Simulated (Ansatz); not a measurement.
System: fcc Ni. Method: PBE in Ansatz (PAW).

Run with plane-wave cutoff 500 eV, 30×30×20 k mesh (along the axes of the cell as run), Fermi–Dirac smearing 0.1 eV, ferromagnetic start, spin-polarised with parallel moments, scalar-relativistic PAW data made under PBE.

Cell (relaxed at this level):

```yaml
crystal:
  lattice:
    - [2.48917, 0.00000, 0.00000]
    - [0.00000, 2.48917, 0.00000]
    - [0.00000, 0.00000, 3.52027]
  atoms:
    - { symbol: Ni, position: [0.00000, 0.00000, 0.00000] }
    - { symbol: Ni, position: [0.50000, 0.50000, 0.50000] }
```

Problem. What does this level give for the magnetic moment per atom (the cell's total over its atoms)?

Solution. 
- magnetic moment per atom (the cell's total over its atoms) = 0.63 μB

Moments are spin moments.

The computed numbers hold no vibrational or temperature effects.

Cost on a shared machine: very roughly 4 core-minutes.

Ansatz is a program for electronic structure.
